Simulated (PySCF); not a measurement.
**Basis-set dependence of SiCl at PBE0**

PySCF, UKS reference; doublet, unpaired electrons π ↑; De to Si + Cl without counterpoise correction.

| basis | relativity | functions | Re (Å) | ωe (cm⁻¹) | De (eV) | μ (D) |
| --- | --- | --- | --- | --- | --- | --- |
| 3-21G | no relativity | 26 | 2.216 | 453 | 3.66 | -2.40 |
| pcseg-1 | no relativity | 36 | 2.090 | 520 | 4.24 | -1.16 |
| def2-SVPD | no relativity | 51 | 2.101 | 518 | 4.36 | -1.05 |
| 6-311G(d,p) | no relativity | 52 | 2.083 | 517 | 4.21 | -1.28 |
| pcseg-2 | no relativity | 68 | 2.065 | 535 | 4.38 | -0.93 |
| def2-TZVP | no relativity | 74 | 2.067 | 535 | 4.45 | -0.78 |
| x2c-TZVPPall | spin-free X2C | 84 | 2.068 | 534 | 4.44 | -0.79 |
| def2-TZVPPD | no relativity | 99 | 2.068 | 532 | 4.46 | -0.78 |

**Question.** How does each smaller set differ from the one with most functions, def2-TZVPPD?

**Answer.** 3-21G: +14.8 pm, -14.8 % in ωe, -0.80 eV in De; pcseg-1: +2.2 pm, -2.3 % in ωe, -0.22 eV in De; def2-SVPD: +3.3 pm, -2.6 % in ωe, -0.10 eV in De; 6-311G(d,p): +1.5 pm, -2.8 % in ωe, -0.25 eV in De; pcseg-2: -0.3 pm, +0.6 % in ωe, -0.08 eV in De; def2-TZVP: -0.1 pm, +0.6 % in ωe, -0.01 eV in De; x2c-TZVPPall: +0.0 pm, +0.4 % in ωe, -0.02 eV in De. All at PBE0; the set with most functions is neither the basis-set limit nor always the best. The rows treat relativity differently, so the differences are not basis effects alone.

A positive dipole means Si(−)Cl(+). 3-21G is very small, so such numbers show the basis as much as the molecule. The state is the lowest determinant that a PBE0 search found; another state may lie lower at other levels.
